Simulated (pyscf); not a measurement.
Thermochemistry of product channels of `[SiH2]` [singlet] + `[CH3][OH]` on the singlet surface, in eV, from CCSD(T)/def2-TZVPP + ΔMP2(QZVPP) energies (ideal gas, 1 atm, RRHO with modes under 100 cm⁻¹ raised to 100, one conformer, R ln 2 for rigid chiral ones). Optimised with ωB97X-D3(BJ)/def2-SVP in PySCF. MP2 and CC: frozen core, UHF for open shells. ΔMP2 is the change of the MP2 total energy from the triple- to the quadruple-zeta basis.

| products | ΔE | ΔH(298 K) | ΔG(298 K) | ΔG(900 K) |
|---|---|---|---|---|
| `[O]=[SiH2]` + `[CH4]` | -2.46 | -2.47 | -2.39 | -2.24 |
| `[CH3][SiH]` [singlet] + `[OH2]` | -1.05 | -1.03 | -1.04 | -1.11 |
| `[CH3][SiH2][OH]` | -4.37 | -4.30 | -3.86 | ? |
| `[CH3][O][SiH3]` | ? | -3.25 | -2.79 | -1.88 |

Q: Fill in the missing entries.

A: 
- `[CH3][SiH2][OH]`, ΔG(900 K): -3.02
- `[CH3][O][SiH3]`, ΔE: -3.31

These are energies of the channels, which say nothing of barriers. The CCSD(T) − MP2 part came from Ansatz, without density fitting, on the same reference.
